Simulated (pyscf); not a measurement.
# Elimination: `[SiH][SeH]` [singlet] → `[Si]=[Se]` [singlet] + `[H][H]`

Gas phase, singlet surface, charge 0. Bonds broken: Se1–H4, Si2–H3. Bonds formed: H3–H4. PySCF, gas phase, ωB97X-D3(BJ)/def2-SVP geometries.

Transition state (Å):

```xyz
4

Se     0.9434    -1.2864    -0.2674
Si     0.1912    -0.1130    -1.9513
H     -0.4804     0.9773    -0.8391
H     -0.0193     0.2505    -0.2521
```

One imaginary mode, 1420i cm⁻¹; descent along it reached the two sides named, in the forms told below.

| bond | change | reactant side (Å) | saddle | product side |
|---|---|---|---|---|
| Se1–H4 | breaks | 1.467 | 1.814 | 3.5 |
| Si2–H3 | breaks | 1.524 | 1.696 | 3.9 |
| H3–H4 | forms | 2.6 | 1.042 | 0.761 |

Electronic energies relative to the reactant's lowest minimum found (kcal/mol):

```
level                   barrier  reaction energy  reverse barrier
----------------------  -------  ---------------  ---------------
ωB97X-D3(BJ)/def2-TZVP     33.3             +1.4             31.9
PBE/def2-TZVP              23.9             -1.3             25.3
r²SCAN/def2-TZVP           26.2             -1.5             27.7
B3LYP-D3(BJ)/def2-TZVP     29.6             -1.8             31.5
PBE0-D3(BJ)/def2-TZVP      27.8             +1.3             26.4
M06-2X/def2-TZVP           29.5             -3.2             32.7
ωB97M-D3(BJ)/def2-TZVP     31.2             -1.1             32.3
HF/def2-TZVP               44.5             -0.7             45.3
```

With ωB97M-D3(BJ)/def2-TZVP energies and thermal terms (ideal gas, 1 atm, RRHO with modes under 100 cm⁻¹ raised to 100, one conformer, R ln 2 for chiral ones without a mode under 150 cm⁻¹), in kcal/mol:

```tsv
T (K)	ΔH‡	ΔG‡	ΔH	ΔG
298	29.1	29.4	-2.6	-9.5
600	28.6	29.9	-2.1	-16.7
900	28.2	30.6	-2.2	-24.0
1200	27.8	31.5	-2.5	-31.3
```

On the reactant side the descent ends in a point that may be a rotor saddle (no frequency run), 2.5 kcal/mol over the lowest minimum found and 30.8 kcal/mol under the saddle at ωB97X-D3(BJ)/def2-TZVP. At the saddle there is also a short H–Si contact that neither side keeps. :HSi–SeH [singlet] lies 12.1 kcal/mol over its isomer H₂Si=Se (electronic energy, ωB97M-D3(BJ)/def2-TZVP). This is the saddle that the search found; another between the same sides may lie lower. Elements up to Kr have no core potential and no relativistic terms here.
